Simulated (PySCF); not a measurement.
PySCF input (BP86/6-31G* (5d)):

```python
from pyscf import gto, dft

mol = gto.M(
    atom='''
    C    -0.01757571    0.09245593    1.57136089
    C    -0.00253030    0.02041354    0.22468106
    H    -0.01957867   -0.94890930    1.97860204
    C     0.00393210    1.27502722   -0.63260020
    H    -0.00533690    2.15164792    0.01652705
    H     0.89047130    1.33342414   -1.28748007
    H    -0.86819721    1.32921117   -1.30690294
    C     0.00994611   -1.24288159   -0.63099270
    H     0.00510366   -2.13392940    0.00074878
    H    -0.86054684   -1.30287082   -1.30779127
    H     0.89545144   -1.29866425   -1.28839789
    ''',
    basis='6-31g*',
    charge=-1,
    spin=0,
    verbose=4,
)

mf = dft.RKS(mol, xc='bp86')
mf.grids.level = 3
mf.conv_tol = 1e-9
mf.max_cycle = 100
mf.max_memory = 1500
mf.kernel()
if not mf.converged:
    mf = mf.newton()
    mf.kernel(mf.make_rdm1())
mf.dip_moment()
```

**Question.** Predict the final energy.

**Answer.** -156.52005 Eh.
